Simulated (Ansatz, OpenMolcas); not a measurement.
# A ladder of methods for [BCl2]+ (SMILES Cl[B+]Cl)

[BCl2]+: 3 atoms, total charge +1, spin state singlet. As SMILES, `Cl[B+]Cl`. Geometry: relaxed at GFN2-xTB.

```xyz
3

Cl   -1.2384    0.7665   -0.5913
B     0.0007    0.0014    0.0006
Cl    1.2376   -0.7678    0.5907
```

Each level gives the vertical energy of the triplet above the singlet (eV). The values are calculated.

```tsv
level	kind	program	value (eV)	CPU time (all runs)
HF/STO-3G, open shells restricted	Hartree–Fock	OpenMolcas	7.42	4.4 s
SVWN5/STO-3G	LDA	OpenMolcas	7.09	8.2 s
BLYP/STO-3G	GGA	Ansatz	6.90	66 s
PBE/STO-3G	GGA	Ansatz	6.96	53 s
BHLYP/STO-3G	global hybrid	Ansatz	7.23	23 s
M06-2X/STO-3G	hybrid meta-GGA	OpenMolcas	7.46	12 s
B2PLYP/STO-3G	double hybrid	Ansatz	7.44	42 s
MP2/STO-3G	perturbation theory	Ansatz	8.10	3.2 s
MRCI(2,2)/STO-3G	multireference	OpenMolcas	7.83	5.1 s
CCSD/STO-3G	coupled cluster or CI	Ansatz	7.73	3 s
```

The values span 6.90 to 8.10 eV. A triplet this far above the singlet is often a Rydberg-like or dissociative state; sets without diffuse functions put Rydberg states too high. All rows use very small basis sets, so even the best lies far from the true value. Times are those of the runs behind each value, whatever else they computed, on shared processors of several kinds: orders of magnitude only.
